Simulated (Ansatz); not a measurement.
`O=CC(F)S`. Charge 0, multiplicity 1.

Z-matrix (Å, degrees):
```
C
C 1 1.525
S 1 1.779 2 114.5
F 1 1.386 2 105.2 3 -125.2
H 1 1.096 2 109.0 3 120.7
O 2 1.193 1 125.4 3 -9.3
H 2 1.108 1 112.3 3 169.2
H 3 1.344 1 95.2 2 -23.8
```

Question: List the harmonic frequencies (cm⁻¹, unscaled) at PBE0-D4/def2-TZVP in Ansatz. (Estimate.)

Answer: Computed: 87, 177, 241, 363, 424, 619, 694, 892, 1001, 1031, 1070, 1290, 1313, 1393, 1862, 2699, 2952, 3065.

Question: Is this a minimum?

Answer: Yes, all 18 modes are real.

Question: Give the ideal-gas thermochemistry at 298.15 K and 1 bar (rigid rotor, harmonic oscillator; point group C1, symmetry number 1).

Answer: Zero-point energy 126.6 kJ/mol; H(298) − E = 144.3 kJ/mol; entropy 322.5 J/(mol·K), of which translation 165.5, rotation 110.7, vibration 46.3; G(298) − E = 48.1 kJ/mol. Modes under 100 cm⁻¹ are hindered rotations or soft bends, so the harmonic entropy is rough.
